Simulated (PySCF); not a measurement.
**Dipole moment and polarisability of PH3**

Compound: PH3.
Structure used (PBE0-D3(BJ)/def2-TZVP), in Å, numbered top down from 1:
```
atom  x, y, z in Å
P1     0.0237   -0.0407    0.4840
H2    -0.5985    1.0183   -0.2283
H3     1.1899   -0.0016   -0.3247
H4    -0.5897   -1.0409   -0.3153
```

The species is `P` (PH3).

Level: CAM-B3LYP/aug-cc-pVTZ (PySCF), static field, nuclei fixed, core orbitals frozen in the response. The polarisability tensor in these axes (au):

```
x   30.30  0.00  0.04
y    0.00 30.31 -0.06
z    0.04 -0.06 31.75
```

Task: What are the eigenvalues, a third of the trace, and Δα (Δα² = ½Σ(αi − αj)² over the three pairs)?

Result: Principal values 30.30, 30.30 and 31.75 au; mean 30.79 au = 4.56 Å³ = 5.08 × 10⁻⁴⁰ C²·m²/J; Δα = 1.45 au (5 % of the mean).

Task: What is the dipole moment, and where does it point?

Result: (-0.02, 0.03, -0.63) D, 0.63 D in size, pointing from the negative to the positive side. Measured along this direction, the outermost atoms are P1 at the negative end and H4, H3 and H2 at the positive end.

Task: Rayleigh depolarisation ratio (linearly polarised light, static tensor)?

Result: ρ = 3Δα²/(45ᾱ² + 4Δα²) = 6.3/(42655 + 8.4) = 0.000148.

Task: How large is μ²/3kT at 400 K beside α?

Result: In Gaussian units μ²/3kT = 2.41 Å³ against 4.56 Å³, a ratio of 0.53; the Debye molar polarisation (4π/3)N_A(α + μ²/3kT) is 17.6 cm³/mol, leaving out the vibrational part.

Task: Find the Langevin capture rate constant for H3O+ (19.018 u) meeting this molecule (33.997 u), k = 2.342 × 10⁻⁹ cm³/s × √(α in Å³ / reduced mass in u).

Result: The reduced mass is 12.20 u, so k = 1.43 × 10⁻⁹ cm³/s. The formula leaves out the permanent dipole, which adds to the capture rate.

Task: In TDDFT the mean static polarisability is Σ f/ω² over all singlet excitations (ω in hartree). How much of it do the 10 lowest give? Their energies (eV) and oscillator strengths: 6.61, 0.1226; 7.15, 0.0723; 7.15, 0.0723; 7.93, 0.0043; 7.93, 0.0043; 8.35, 0.0070; 9.28, 0.0022; 9.36, 0.0285; 9.36, 0.0285; 9.49, 0.1517.

Result: They add up to 6.10 au, 19.8 % of the 30.79 au; the largest single term is 2.08 au, from the state at 6.61 eV. Terms in order: 2.08, 1.05, 1.05, 0.05, 0.05, 0.07, 0.02, 0.24, 0.24, 1.25 au. Higher excitations give the rest. The strengths listed sum to 0.494.

Task: Refractivity n − 1 of an ideal gas of it at 273.15 K and 1 atm, from the electronic α?

Result: N = p/kT = 2.6868 × 10¹⁹ cm⁻³, so n − 1 = 2π × N × 4.56 × 10⁻²⁴ cm³ = 770 × 10⁻⁶ at long wavelengths, for an ideal gas.

Isolated species at its PBE0-D3(BJ)/def2-TZVP geometry, gas phase.
